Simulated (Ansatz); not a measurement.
Input file:

```yaml
crystal:
  periodic: [false, false, false]
  atoms:
    - {symbol: Be, position_ang: [0.000000, 0.000000, 0.000000]}
    - {symbol: H, position_ang: [2.514427, 0.025215, 0.000000]}
    - {symbol: H, position_ang: [-1.279051, 2.164943, -0.005645]}
    - {symbol: H, position_ang: [-1.235377, -2.190158, 0.005645]}
basis:
  gaussian: {orbitals: "6-31++G**"}
total_charge: -1
magnetization: {spin_polarized: false}
correlation: {method: ccsd_t, electrons: outside_noble_gas}
output: {forces: true}
```

```sh
$ ansatz run in.yaml --threads 1 --pin off --events-out ev --progress --plain --max-ram 2393MiB
```

Log:

```
323 factors; integrals over basis functions are off by at most 5.7e-4 eV
mean field evaluation 1: about -437.1960 eV, gradient 8.6e0 eV
mean field evaluation 2: about -437.1969 eV, gradient 8.6e0 eV
mean field evaluation 4: about -438.2337 eV, gradient 1.2e0 eV
mean field evaluation 8: about -438.2615 eV, gradient 2.5e-4 eV
mean field evaluation 16: about -410.7041 eV, gradient 1.9e1 eV
mean field evaluation 32: about -416.9194 eV, gradient 6.0e0 eV
mean field -438.26147719 eV, -16.1058122224 hartree, gradient 1.5e-6 eV, S^2 0.000000; 1 other end points of the search recorded, 0 dependent functions left out; unrestricted orbitals would lower it
1 core orbitals not correlated: weight in the atoms' cores, before any rotation towards them, 1.000 or more for the frozen orbitals, at most 0.000 for the correlated occupied ones
reference -438.26147719 eV, -16.1058122224 hartree; 3, 3 occupied and 33, 33 virtual orbitals, 323 factors
second order -2.09804599 eV of doubles, -0.00000000 eV of singles
cycle   1  -2.57603991 eV  change   -4.8e-1 eV  update   1.1e-1
cycle   2  -3.06102101 eV  change   -4.8e-1 eV  update   6.1e-2
cycle   3  -3.11040730 eV  change   -4.9e-2 eV  update   1.7e-2
cycle   4  -3.10389320 eV  change    6.5e-3 eV  update   6.0e-3
cycle   5  -3.10689207 eV  change   -3.0e-3 eV  update   2.9e-3
cycle   6  -3.10648533 eV  change    4.1e-4 eV  update   1.5e-3
cycle   7  -3.10582294 eV  change    6.6e-4 eV  update   7.2e-4
cycle   8  -3.10699810 eV  change   -1.2e-3 eV  update   2.8e-4
cycle   9  -3.10676354 eV  change    2.3e-4 eV  update   6.3e-5
cycle  10  -3.10676061 eV  change    2.9e-6 eV  update   1.9e-5
cycle  11  -3.10675444 eV  change    6.2e-6 eV  update   6.9e-6
cycle  12  -3.10676058 eV  change   -6.1e-6 eV  update   2.8e-6
perturbative correction -0.11934648 eV, -0.0043859021 hartree
the calculation of the forces begins
Total energy: -441.48758424 eV, -16.2243694700 hartree
Atom 0 at     0.000000     0.000000     0.000000 Å, force     0.000000    -0.000000    -0.000000 eV/Å
Atom 1 at     2.514427     0.025215     0.000000 Å, force    -1.595211    -0.015997     0.000000 eV/Å
Atom 2 at    -1.279051     2.164943    -0.005645 Å, force     0.811459    -1.373489     0.003581 eV/Å
Atom 3 at    -1.235377    -2.190158     0.005645 Å, force     0.783751     1.389486    -0.003581 eV/Å
Dipole moment:    -0.000000    -0.000000    -0.000000 e Å
```

Forces (eV/Å):
```
Be   0.000  0.000  0.000
H   -1.595 -0.016  0.000
H    0.811 -1.373  0.004
H    0.784  1.389 -0.004
```

For the same geometry and basis full CI lies 51.9 meV lower.

Ran on 1 thread of Arm Neoverse V1, shared host: 0.61 s wall, 0.09 GiB peak host memory.
